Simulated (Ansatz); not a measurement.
Cost and result for the atomization energy of C3H8N2 (`NC1(N)CC1`) (13 atoms, 13 bonds).

```xyz
13

N     0.4202    0.6572    1.3475
C    -0.1596   -0.0037    0.2050
N    -1.5288   -0.3872    0.3503
C     0.2569    0.3412   -1.1950
C     0.7103   -0.9474   -0.5520
H     1.4311    0.6346    1.3162
H     0.1368    1.6302    1.3861
H    -2.1277    0.4305    0.3582
H    -1.6510   -0.8585    1.2397
H     0.9941    1.1255   -1.3180
H    -0.4870    0.2742   -1.9788
H     0.2528   -1.8653   -0.8957
H     1.7518   -1.0313   -0.2634
```

The species carries charge 0 and has multiplicity 1. Geometry: relaxed with PBE0-D4/def2-TZVP. It is one conformer, not always the lowest. Program: Ansatz. All runs use 4 threads of an Arm Neoverse V2 on a shared host. Times are those of one run each, without the atoms' runs, and a repeat can differ threefold. Electronic energies, without spin–orbit coupling; frozen cores. CCSD(T)/CBS adds CCSD(T) − MP2 in def2-TZVPP to the MP2 limit, and its time is that of the two runs behind it. T1 = 0.009. HSE06 is the plane-wave form, built on full-range PBE exchange.

CCSD(T)/CBS is a level of theory with its own doubt, some kJ/mol a heavy atom from the limit and from the frozen cores, so smaller differences don't rank the functionals.

```tsv
level	functions	wall time
LDA (SPW92)/def2-TZVPP	267	1.2 s
BLYP-D4/def2-TZVPP	267	2 s
revPBE-D4/def2-TZVPP	267	2 s
BHLYP-D4/def2-TZVPP	267	2.9 s
HSE06-D4/def2-TZVPP	267	3 s
CAM-B3LYP-D4/def2-TZVPP	267	3.2 s
B2PLYP/def2-TZVPP	267	6 s
PBE-QIDH/def2-TZVPP	267	6 s
CCSD(T)/def2-SVP	110	6.5 s
ωB97M-V/def2-TZVPP (with forces)	267	11 s
MP2/def2-QZVPP	525	27 s
CCSD(T)/def2-TZVPP	267	3.4 min
CCSD(T)/CBS(def2)	–	3.8 min
```

(1) What atomization energy does each give, and how far from CCSD(T)/CBS? (Estimate.)

Answers

(1) Computed: 
```
                           level  atomization (kcal/mol)  difference from CCSD(T)/CBS  per bond
          LDA (SPW92)/def2-TZVPP                  1382.9                        191.5      14.7
              BLYP-D4/def2-TZVPP                  1196.6                          5.2       0.4
            revPBE-D4/def2-TZVPP                  1197.7                          6.3       0.5
             BHLYP-D4/def2-TZVPP                  1157.2                        -34.2      -2.6
             HSE06-D4/def2-TZVPP                  1205.3                         13.9       1.1
         CAM-B3LYP-D4/def2-TZVPP                  1202.4                         11.0       0.8
               B2PLYP/def2-TZVPP                  1181.7                         -9.7      -0.7
             PBE-QIDH/def2-TZVPP                  1188.1                         -3.3      -0.3
                CCSD(T)/def2-SVP                  1129.7                        -61.7      -4.7
ωB97M-V/def2-TZVPP (with forces)                  1199.9                          8.5       0.7
                  MP2/def2-QZVPP                  1195.5                          4.1       0.3
              CCSD(T)/def2-TZVPP                  1158.3                        -33.1      -2.5
               CCSD(T)/CBS(def2)                  1191.4                          0.0       0.0
```

Leaving LDA and LC-ωPBE aside and taking each functional with its dispersion term where it has one, the values, not all of them listed here, spread over 71.6 kcal/mol, from BHLYP-D4 to PBE-D4. LDA lies +159.6 kcal/mol from PBE without D4, its usual overbinding. From BLYP to BHLYP (50 % exact exchange), in def2-TZVPP and without D4, the atomization energy moves by −32.7 kcal/mol: exact exchange takes away binding that semilocal exchange gives to molecules. At CCSD(T), def2-SVP lies −61.7 kcal/mol from the extrapolated value and def2-TZVPP −33.1 kcal/mol: correlation converges slowly with the basis, and small sets miss more of it in the bonded molecule than in its fragments.
